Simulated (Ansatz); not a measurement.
# C₄H₅F: up Jacob's ladder to CCSD(T)

An exercise on one series of results from a longer session: the logs are not shown, and one member is left open.

Method: functionals in def2-TZVPP, the program's frozen cores in correlated methods; program: Ansatz 0.2.0, Gaussian basis.

Plan: LDA (SPW92), PBE-D4, revPBE-D4, BLYP-D4, r2SCAN-D4, B97M-V, PBE0-D4, B3LYP-D4, r2SCANh-D4, r2SCAN0-D4, HSE06-D4, BHLYP-D4, CAM-B3LYP-D4, LC-ωPBE, ωB97X-V, ωB97M-V, B2PLYP, PBE-QIDH; CCSD(T)/def2-SVP; CCSD(T)/def2-TZVPP; MP2/def2-QZVPP; extrapolation to the limit; RPA on PBE.

## Structure used throughout

The geometry comes from an earlier relaxation with PBE0-D4 in a triple-zeta def2 set; it is a stationary point, not always the lowest conformer.

SMILES `C#CCCF`, 10 atoms, charge 0, spin multiplicity 1.

Atoms are counted from 1 here; the program's logs count them from 0.

Bond lengths: C1–C2 1.200 Å, C1–H6 1.064 Å, C2–C3 1.452 Å, C3–C4 1.517 Å, C3–H7 1.096 Å, C3–H8 1.095 Å, C4–F5 1.378 Å, C4–H9 1.094 Å, C4–H10 1.093 Å. Angles: C2–C1–H6 179.7°, C1–C2–C3 179.1°, C2–C3–C4 113.4°, C2–C3–H7 109.6°, C2–C3–H8 109.9°, C4–C3–H7 108.0°, C4–C3–H8 108.9°, H7–C3–H8 106.8°, C3–C4–F5 110.4°, C3–C4–H9 110.0°, C3–C4–H10 111.0°, F5–C4–H9 107.9°, F5–C4–H10 108.0°, H9–C4–H10 109.5°.

Set-up of the first run:

The input, in.yaml:

```yaml
crystal:
  periodic: [false, false, false]
  atoms:
    - {symbol: C, position_ang: [-2.061590, 0.812510, -0.554342]}
    - {symbol: C, position_ang: [-1.146377, 0.154320, -0.144445]}
    - {symbol: C, position_ang: [-0.026357, -0.624435, 0.353324]}
    - {symbol: C, position_ang: [1.319688, 0.029618, 0.108038]}
    - {symbol: F, position_ang: [1.588555, 0.081051, -1.242298]}
    - {symbol: H, position_ang: [-2.874021, 1.392775, -0.922680]}
    - {symbol: H, position_ang: [-0.136557, -0.777605, 1.432917]}
    - {symbol: H, position_ang: [-0.027652, -1.616918, -0.108585]}
    - {symbol: H, position_ang: [2.111856, -0.554230, 0.586111]}
    - {symbol: H, position_ang: [1.335454, 1.051814, 0.495160]}
basis:
  gaussian: {orbitals: def2-TZVPP}
hamiltonian: {xc: lda}
output: {orbitals: {seedname: orbitals}}
```

Among the steps run: LDA; PBE-D4 (GGA); revPBE-D4 (GGA); BLYP-D4 (GGA); r2SCAN-D4 (meta-GGA); B97M-V (meta-GGA); PBE0-D4 (hybrid); B3LYP-D4 (hybrid); r2SCANh-D4 (hybrid); r2SCAN0-D4 (hybrid); HSE06-D4 (hybrid); BHLYP-D4 (hybrid); CAM-B3LYP-D4 (range-separated); LC-ωPBE (range-separated); ωB97X-V (range-separated); ωB97M-V (range-separated); B2PLYP (double hybrid); PBE-QIDH (double hybrid).

One of the session's tables, all rows but one given; the rest of the session is left out.

It belongs to the step «Frontier levels by functional». 

```
  functional  HOMO (eV)  LUMO (eV)  gap (eV)
 LDA (SPW92)      -6.82      -0.38      6.44
      PBE-D4      -6.65      -0.17      6.48
   revPBE-D4      -6.58      -0.08      6.50
     BLYP-D4      -6.50      -0.10      6.40
   r2SCAN-D4      -6.87       0.22      7.10
      B97M-V      -6.87       0.12      6.99
     PBE0-D4      -7.89       0.78      8.67
    B3LYP-D4      -7.65       0.49      8.14
  r2SCANh-D4          ?          ?         ?
  r2SCAN0-D4      -8.04       1.07      9.11
    HSE06-D4      -7.48       0.41      7.89
    BHLYP-D4      -8.98       1.59     10.57
CAM-B3LYP-D4      -9.28       1.72     10.99
     LC-ωPBE     -10.72       3.00     13.72
     ωB97X-V     -10.30       2.84     13.14
     ωB97M-V     -10.18       2.49     12.67
```

Estimate the missing values for r2SCANh-D4.

Worked estimate for «HOMO (eV)». Against the share of exact exchange, r2SCAN-D4 (0, -6.87), r2SCAN0-D4 (0.25, -8.04) give a slope of -4.68 per unit share; at 0.1 the line stands at -7.34.

**Answer.** HOMO (eV): -7.34; LUMO (eV): 0.57; gap (eV): 7.91. In «HOMO (eV)» the line misses by 0.00.
